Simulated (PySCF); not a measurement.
# Bond curve of MgCl

Set-up: Mg def2-TZVP, Cl def2-TZVP; no relativity (PySCF 2.14). Energies in eV from Mg + Cl in their ground configurations at the same level. State: ²Σ⁺ (doublet), unpaired electrons σ ↑.

All columns are PBE0. A positive dipole means Mg(−)Cl(+).

| R (Å) | E (eV) | μ (D) | Mulliken charge on Mg (basis-dependent) | HOMO (eV) | LUMO (eV) | Mayer bond order | ⟨S²⟩ |
| --- | --- | --- | --- | --- | --- | --- | --- |
| 1.905 | -2.548 | -1.96 | 0.46 | -5.36 | -2.37 | 0.95 | 0.75 |
| 1.994 | -3.000 | -2.35 | 0.45 | -5.48 | -2.49 | 0.95 | 0.75 |
| 2.082 | -3.245 | -2.75 | 0.46 | -5.61 | -2.62 | 0.94 | 0.75 |
| 2.148 | -3.330 | -3.07 | 0.46 | -5.70 | -2.73 | 0.93 | 0.75 |
| 2.215 | -3.353 | -3.40 | 0.47 | -5.79 | -2.83 | 0.91 | 0.75 |
| 2.281 | -3.328 | -3.73 | 0.48 | -5.89 | -2.94 | 0.89 | 0.75 |
| 2.370 | -3.241 | -4.18 | 0.50 | -6.01 | -3.09 | 0.86 | 0.75 |
| 2.481 | -3.074 | -4.74 | 0.52 | -6.15 | -3.27 | 0.83 | 0.75 |
| 2.614 | -2.824 | -5.41 | 0.54 | -6.31 | -3.49 | 0.80 | 0.75 |
| 2.791 | -2.457 | -6.24 | 0.55 | -6.50 | -3.77 | 0.76 | 0.75 |

A fit through these points gives, at Re = 2.211 Å, μ = -3.38 D and dμ/dR = -4.95 D/Å; the reduced mass is 14.23 u.

How strong is the fundamental in the double-harmonic approximation, I = 42.26·(dμ/dR)²/μred km/mol?

I = 42.26·(-4.95)²/14.23 = 72.8 km/mol at PBE0.

The state is the lowest determinant that a PBE0 search found; another state may lie lower at other levels.
